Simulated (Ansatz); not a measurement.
Predict the output of the script below (Ansatz 0.2.0, Python API).

`run_neb.py`:
```python
'''Path and barrier for turning a threefold group of CH6N(+).'''

import ansatz as az
import numpy as np

GEOMETRY = '''
C    -0.21871    0.28466   -0.64458
N     0.22180   -0.28835    0.65287
H    -0.04382   -0.42954   -1.44624
H    -1.28046    0.51931   -0.60694
H     0.33615    1.19561   -0.85801
H     0.06299    0.38364    1.41594
H     1.22472   -0.51660    0.62464
H    -0.30266   -1.14873    0.86232
'''

geometry = az.Crystal.molecule()
for line in GEOMETRY.strip().splitlines():
    symbol, *xyz = line.split()
    geometry = geometry.atom(symbol, [float(v) for v in xyz])

calculation = (
    geometry.calculation()
    .basis(gaussian='def2-SVP')
    .functional('pbe')
    .charge(1)
)
symbols = [site.symbol for site in geometry.cartesian_sites]
start = np.array([site.position_ang for site in geometry.cartesian_sites], dtype=float)
rep = calculation.relax(force_tolerance=0.005).run(threads=1).report
end = np.array(rep['positions_ang'])

# the end point is the same minimum with the three like atoms permuted
first, second, third = [5, 6, 7]
turned = end.copy()
turned[[first, second, third]] = end[[second, third, first]]
listed = lambda xyz: [{'symbol': s, 'position_ang': p.tolist()} for s, p in zip(symbols, xyz)]
deck = calculation.input().to_dict()
deck['crystal']['atoms'] = listed(end)
deck['neb'] = {'final_atoms': listed(turned), 'images': 3, 'initial_path': 'idpp', 'f_tol': 0.03, 'max_iterations': 40}
rounds = []
band = az.Session.from_dict(deck).plan().execute(on_event=lambda e: rounds.append(e['data']) if e['event'] == 'neb_iteration' else None)
for each in rounds:
    print(f'round {each["iteration"]:2d}  largest band force {each["band_force_max_ev_ang"]:.4f} eV/A')
images = rounds[-1]['images']
for image in images:
    print(f's = {image["path_coordinate_ang"]:6.3f} A   {23.060548 * (image["lagrangian_ev"] - images[0]["lagrangian_ev"]):8.3f} kcal/mol')
```

```console
$ python run_neb.py
round  1  largest band force 0.7576 eV/A
round  2  largest band force 0.5533 eV/A
round  3  largest band force 0.0808 eV/A
round  4  largest band force 0.0018 eV/A
s =  0.000 A      0.000 kcal/mol
s =  0.639 A      1.299 kcal/mol
s =  1.279 A      2.554 kcal/mol
s =  1.919 A      1.297 kcal/mol
s =  2.558 A      0.000 kcal/mol
```

The energies are electronic: no zero-point or thermal terms, and the basis set is short of its limit. Finished in 37 s on 1 thread of Arm Neoverse V2, on a shared host, peak memory 0.18 GiB.
